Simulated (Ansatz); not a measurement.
# NH₃Cl (doublet): from Hartree-Fock to the top rungs at distance N1–H4 along a hydrogen transfer = 1.105 Å, cc-pVDZ

Aim: climb from Hartree-Fock through coupled cluster and multireference methods for NH₃Cl (doublet) at one geometry and basis, and see what each rung misses.

The runs use Ansatz 0.2.0, Gaussian basis; cc-pVDZ, core rule «outside noble gas», up to 6 orbitals frozen.

To be run: UHF; CCSD(T) on ROHF; CCSD(T) on UHF; BCCD(T) on ROHF; CISD; CCSDT(Q) on ROHF; CCSDT(Q) on UHF; CASSCF and MRCISD+Q, 3 electrons in 3 orbitals; CASSCF and NEVPT2, 3 electrons in 3 orbitals; CASSCF and NEVPT2, 15 electrons in 11 orbitals.

12 further runs of the same task are left out: 1 for a known fault of the program, 1 for a mislabelled method, 6 that didn't finish, 4 set aside as unsound or not needed.

### 1 The geometry

The geometry derives from fragments relaxed apart (PBE0/def2-TZVP) and kept rigid, so it is no stationary point. A hydrogen atom is moved between rigid fragments.

5 atoms, charge 0, spin multiplicity 2.

Atoms are counted from 1 here; the program's logs count them from 0.

Bond lengths: N1–H2 1.012 Å, N1–H3 1.012 Å, N1–H4 1.105 Å. Angles: H2–N1–H3 107.1°, H2–N1–H4 107.1°, H3–N1–H4 107.1°.

### 2 UHF

The input, in.yaml:

```yaml
crystal:
  periodic: [false, false, false]
  atoms:
    - {symbol: N, position_ang: [-2.042404, -0.010862, -0.016905]}
    - {symbol: H, position_ang: [-2.339684, 0.956972, -0.016905]}
    - {symbol: H, position_ang: [-2.339683, -0.413161, 0.863355]}
    - {symbol: H, position_ang: [-0.937404, -0.010861, -0.016905]}
    - {symbol: Cl, position_ang: [0.966596, -0.010861, -0.016905]}
basis:
  gaussian: {orbitals: cc-pVDZ}
magnetization: {spin_polarized: true, initial_magnetization: 1}
hamiltonian: {xc: hf}
output: {orbitals: {seedname: orbitals}}
```

On the command line:

```sh
ansatz run in.yaml --threads 1 --pin off --events-out ev --progress --plain --max-ram 2393MiB
```

After this run come: CCSD(T) on ROHF; CCSD(T) on UHF; BCCD(T) on ROHF; CISD; CCSDT(Q) on ROHF; CCSDT(Q) on UHF; CASSCF and MRCISD+Q, 3 electrons in 3 orbitals; CASSCF and NEVPT2, 3 electrons in 3 orbitals; CASSCF and NEVPT2, 15 electrons in 11 orbitals.

Q: Predict the results of all the runs planned. Wanted: UCCSDT(Q) below the RHF energy; RMP2 from UCCSDT(Q); UMP2 from UCCSDT(Q); RCCSD from UCCSDT(Q); RCCSD(T) from UCCSDT(Q); UCCSD(T) from UCCSDT(Q); RCCSDT(Q) from UCCSDT(Q); NEVPT2 pair from UCCSDT(Q); MRCISD+Q pair from UCCSDT(Q).

As calculated:

| quantity | value |
| --- | --- |
| UCCSDT(Q) below the RHF energy | -9.5733 eV |
| RMP2 from UCCSDT(Q) | +25.54 kcal/mol |
| UMP2 from UCCSDT(Q) | +25.80 kcal/mol |
| RCCSD from UCCSDT(Q) | +4.88 kcal/mol |
| RCCSD(T) from UCCSDT(Q) | +0.84 kcal/mol |
| UCCSD(T) from UCCSDT(Q) | +0.83 kcal/mol |
| RCCSDT(Q) from UCCSDT(Q) | +0.03 kcal/mol |
| NEVPT2 pair from UCCSDT(Q) | +25.39 kcal/mol |
| MRCISD+Q pair from UCCSDT(Q) | +2.98 kcal/mol |
| NEVPT2 valence from UCCSDT(Q) | +36.80 kcal/mol |
| levels within 1 kcal/mol (43 meV) | RCCSD(T), UCCSD(T), BCCD(T), RCCSDT, UCCSDT, RCCSDT(Q) |
| T1 diagnostic | 0.036 |
| effectively unpaired electrons | 1.01 |

What this shows: RCCSD(T) misses by +0.84 kcal/mol, 0.4 % of the correlation energy. One determinant dominates. Of the multireference levels listed MRCISD+Q pair comes nearest in total energy (+2.98 kcal/mol), which doesn't show that its space is the better one. These misses are within one basis, not against nature; the frozen cores of restricted and unrestricted runs differ, which can shift their rows.
